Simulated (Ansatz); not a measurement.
HP (`[PH]`) (triplet), 2 atoms. Total charge 0; spin multiplicity 3. All runs use 2 threads of an AMD EPYC 7R13 on a shared host. Correlated methods freeze the cores. Open-shell runs search over several starts.

Problem. How many basis functions does each run have, and how long does it take in Ansatz? UKS BLYP-D4/def2-TZVPP energy; UHF-CCSD(T)/def2-TZVPP energy; UKS ωB97M-V/def2-QZVPP energy; UKS PBE0-D4/def2-TZVP frequencies; UHF-CCSD(T)/def2-QZVPP energy; UKS ωB97M-V/def2-SVP energy; UKS B2PLYP (frozen core)/def2-TZVPP energy; UHF-CCSD(T)/cc-pV(T+d)Z energy; UKS PBE0-D4/def2-SVP energy; UKS PBE0-D4/def2-TZVP relaxation (3 steps); UKS PBE0-D4/def2-QZVPP energy; UHF-CCSD(T)/cc-pV(Q+d)Z energy. (Best estimate.)

Solution. Ansatz gave: Other jobs shared the machine, so times are rough.

| level | job | functions | wall time | peak host memory (GiB) |
| --- | --- | --- | --- | --- |
| UKS PBE0-D4/def2-SVP | energy | 23 | 0.31 s | 0.11 |
| UKS B2PLYP (frozen core)/def2-TZVPP | energy | 56 | 0.55 s | 0.12 |
| UKS BLYP-D4/def2-TZVPP | energy | 56 | 0.61 s | 0.12 |
| UHF-CCSD(T)/cc-pV(T+d)Z | energy | 53 | 0.76 s | 0.15 |
| UKS ωB97M-V/def2-SVP | energy | 23 | 0.81 s | 0.14 |
| UHF-CCSD(T)/def2-TZVPP | energy | 56 | 0.96 s | 0.16 |
| UKS PBE0-D4/def2-QZVPP | energy | 100 | 1 s | 0.15 |
| UKS PBE0-D4/def2-TZVP | relaxation (3 steps) | 43 | 1.7 s | 0.13 |
| UHF-CCSD(T)/cc-pV(Q+d)Z | energy | 94 | 2.3 s | 0.41 |
| UKS ωB97M-V/def2-QZVPP | energy | 100 | 2.6 s | 0.2 |
| UHF-CCSD(T)/def2-QZVPP | energy | 100 | 2.9 s | 0.47 |
| UKS PBE0-D4/def2-TZVP | frequencies | 43 | 5.5 s | 0.13 |
